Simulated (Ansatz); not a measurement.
As (model structure, started from the hcp type, P6₃/mmc, No. 194, 2 atoms in the cell)

Level of theory: PBEsol in Ansatz (PAW).

Run with plane-wave cutoff 500 eV, 18×18×8 k mesh (along the axes of the cell as run), Fermi–Dirac smearing 0.05 eV, scalar-relativistic PAW data made under PBE.

Cell (relaxed at this level):

```cif
data_As2
_chemical_formula_sum 'As2'
_space_group_name_H-M_alt 'P 1'
_space_group_IT_number 1
_cell_length_a 2.94166
_cell_length_b 2.94166
_cell_length_c 4.90097
_cell_angle_alpha 90.000
_cell_angle_beta 90.000
_cell_angle_gamma 120.000
loop_
_space_group_symop_operation_xyz
  'x, y, z'
loop_
_atom_site_label
_atom_site_type_symbol
_atom_site_fract_x
_atom_site_fract_y
_atom_site_fract_z
_atom_site_occupancy
As1 As 0.33333 0.66667 0.25000 1
As2 As 0.66667 0.33333 0.75000 1
```

```json
{
  "band_gap": "zero (no gap)"
}
```

Note: the relaxation could raise the start's symmetry but not lower it, so the cell can be a saddle point.

Spin–orbit coupling is not included.

Static lattice: no zero-point or thermal effects.

It cost very roughly 50 core-seconds of CPU time.

A model structure was made by putting elements into a prototype or built by hand; it is no filed structure, need not be a known phase, and can be a saddle point held by its symmetry.

Ansatz is an electronic-structure program.
